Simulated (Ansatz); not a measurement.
From input file to script: C₂H₃Cl₂F, SMILES FCC(Cl)Cl in Ansatz 0.2.0.

```yaml
crystal:
  periodic: [false, false, false]
  atoms:
    - { symbol: F, position_ang: [-1.3516, 0.0237, -1.1078] }
    - { symbol: C, position_ang: [-0.79, -0.1662, 0.1165] }
    - { symbol: C, position_ang: [0.708, 0.1049, 0.0827] }
    - { symbol: Cl, position_ang: [1.049, 1.7925, -0.3745] }
    - { symbol: Cl, position_ang: [1.5405, -1.0057, -1.0341] }
    - { symbol: H, position_ang: [-0.9974, -1.1972, 0.4204] }
    - { symbol: H, position_ang: [-1.2958, 0.5018, 0.8209] }
    - { symbol: H, position_ang: [1.1374, -0.0538, 1.0759] }
basis:
  gaussian:
    orbitals: def2-SVP
hamiltonian:
  xc: b3lyp
output:
  orbitals: {}
  forces: true
```

Interactive session:
```pycon
>>> from pathlib import Path
>>> import json
>>> import ansatz as az
>>> import numpy as np
>>> import pandas as pd
>>> GEOMETRY = """
... F    -1.35160    0.02370   -1.10780
... C    -0.79000   -0.16620    0.11650
... C     0.70800    0.10490    0.08270
... Cl    1.04900    1.79250   -0.37450
... Cl    1.54050   -1.00570   -1.03410
... H    -0.99740   -1.19720    0.42040
... H    -1.29580    0.50180    0.82090
... H     1.13740   -0.05380    1.07590
... """
>>> c2h3cl2f = az.Crystal.molecule()
>>> for line in GEOMETRY.strip().splitlines():
...     symbol, *xyz = line.split()
...     c2h3cl2f = c2h3cl2f.atom(symbol, [float(v) for v in xyz])
...
>>> job = c2h3cl2f.calculation().basis(gaussian="def2-SVP").functional("b3lyp").forces().orbitals()
>>> done = job.run(threads=1, runs_dir="out")

>>> rep = done.report
>>> {key: value for key, value in rep.items() if isinstance(value, (int, float)) and "ev" in key}
{'free_energy_ev': -29873.84618363206, 'reference_energy_ev': -29873.84618363206}
>>> type(done).__name__, type(rep).__name__
('RunOutcome', 'dict')
>>> rep["reference_energy_ev"]
-29873.84618363206
>>> print("reference energy %16.6f eV" % rep["reference_energy_ev"])
reference energy    -29873.846184 eV
>>> print("total energy     %16.6f eV" % rep["free_energy_ev"])
total energy        -29873.846184 eV
>>> print("occupied orbitals outside the frozen core (up, down):", rep["n_occupied"], " frozen:", rep["n_frozen"], " virtual:", rep["n_virtual"])
occupied orbitals outside the frozen core (up, down): [29, 29]  frozen: 0  virtual: [64, 64]
>>> state = rep["mean_field"]["state"]
>>> print(f"mean field: {state['energy']['hartree']:.7f} Ha, <S^2> = {abs(state['spin_squared']):.4f}, stability: {state.get('stability', {}).get('kind')}")
mean field: -1097.8435980 Ha, <S^2> = 0.0000, stability: minimum
>>> symbols = [site.symbol for site in c2h3cl2f.cartesian_sites]
>>> print("forces (eV/A)")
forces (eV/A)
>>> for symbol, f in zip(symbols, rep["forces_ev_ang"]):
...     print(f"  {symbol:2s} {f[0]:9.4f} {f[1]:9.4f} {f[2]:9.4f}")
...
  F    -0.1049    0.0925   -0.4692
  C    -0.1031    0.0360   -0.2371
  C    -0.2456   -0.0729    0.1202
  Cl   -0.0302    0.3487    0.0336
  Cl    0.0860   -0.3164   -0.1221
  H     0.2331   -0.3512    0.1980
  H     0.1204    0.2859    0.3484
  H     0.0443   -0.0226    0.1283
>>> charges = rep["charge_distribution"]
>>> table = pd.DataFrame({"atom": symbols, "mulliken": charges["mulliken_charges_e"], "lowdin": charges["lowdin_charges_e"]})
>>> table.round(3)
  atom  mulliken  lowdin
0    F    -0.251   0.041
1    C     0.351  -0.016
2    C    -0.037  -0.325
3   Cl    -0.096   0.179
4   Cl    -0.096   0.179
5    H     0.021  -0.018
6    H     0.021  -0.018
7    H     0.087  -0.022
>>> print("dipole (e A):", np.round(charges["dipole_moment_e_ang"], 4) + 0.0)
dipole (e A): [-0.0772 -0.1408  0.5401]
>>> lines = Path(rep["orbitals_path"]).read_text().splitlines()
>>> field_of = lambda key: [line.split("=")[1].strip() for line in lines if line.startswith(key)]
>>> orbitals = [(27.211386 * float(e), s, float(n)) for e, s, n in zip(field_of("Ene="), field_of("Spin="), field_of("Occup="))]
>>> homo = max(e for e, _, n in orbitals if n > 0.5)
>>> lumo = min(e for e, _, n in orbitals if n < 0.5)
>>> for e, spin, n in sorted(orbitals):
...     if homo - 6 < e < lumo + 5:
...         print(f"{spin:6s} {e:10.3f} eV  occupation {n:.0f}")
...
Alpha     -14.159 eV  occupation 2
Alpha     -13.661 eV  occupation 2
Alpha     -12.418 eV  occupation 2
Alpha     -11.924 eV  occupation 2
Alpha     -10.352 eV  occupation 2
Alpha      -9.691 eV  occupation 2
Alpha      -8.976 eV  occupation 2
Alpha      -8.734 eV  occupation 2
Alpha      -8.305 eV  occupation 2
Alpha      -8.228 eV  occupation 2
Alpha       0.182 eV  occupation 0
Alpha       0.904 eV  occupation 0
Alpha       1.364 eV  occupation 0
Alpha       2.607 eV  occupation 0
Alpha       3.132 eV  occupation 0
Alpha       3.541 eV  occupation 0
Alpha       4.829 eV  occupation 0
>>> with open("c2h3cl2f.json", "w") as handle:
...     json.dump({k: rep[k] for k in ("free_energy_ev", "reference_energy_ev", "n_occupied", "n_virtual")}, handle, indent=1)
...
```

Caveats:
- Total energies depend on the basis set; only differences at equal settings carry meaning.
- The geometry is a force-field or estimated start, not a minimum of this method, and the basis set is short of its limit.
- The Löwdin charges here are taken after orthogonalising the functions within each atom; they differ from plain Löwdin charges, and their signs can be unphysical.
- Alpha marks a spatial orbital of a restricted run, filled by both spins.
- b3lyp holds the VWN-RPA fit, as in Gaussian; the form of ORCA and Turbomole is b3lyp5.
- Levels such as HOMO and LUMO are orbital energies: with these approximate functionals they aren't the ionisation energy and electron affinity, and their gap isn't the fundamental gap.
- Wall time of the script: 4.7 s on 1 thread of Arm Neoverse V1 (shared host), peak memory 0.29 GiB.

(Lines on the test bed's own set-up are left out of the output.)
